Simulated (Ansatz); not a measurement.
This Ansatz (a program for electronic structure) input (CCSD(T)/cc-pwCVTZ) gives -40.44014 Eh with 99 basis functions. A basis named .json is the Basis Set Exchange file of that set (core-valence sets with the plain set on hydrogen).

Ansatz 0.2 input:
```yaml
crystal:
  periodic: [false, false, false]
  atoms:
    - {symbol: C, position_ang: [-0.00000000, 0.00000000, -0.00000000]}
    - {symbol: H, position_ang: [0.62054657, 0.62688914, 0.63896175]}
    - {symbol: H, position_ang: [-0.64285838, -0.62489528, 0.61852983]}
    - {symbol: H, position_ang: [0.63693263, -0.63278043, -0.61664082]}
    - {symbol: H, position_ang: [-0.61462083, 0.63078657, -0.64085076]}
basis:
  gaussian:
    orbitals: cc-pwCVTZ.json
magnetization: {spin_polarized: false}
correlation: {method: ccsd_t, electrons: outside_noble_gas}
```

Change:
```diff
- orbitals: cc-pwCVTZ.json
+ orbitals: cc-pCVDZ.json
```

Q: What does the run give now?

A: -40.38882 Eh (CCSD(T)/cc-pCVDZ, 38 functions), a change of +51.32 mEh.
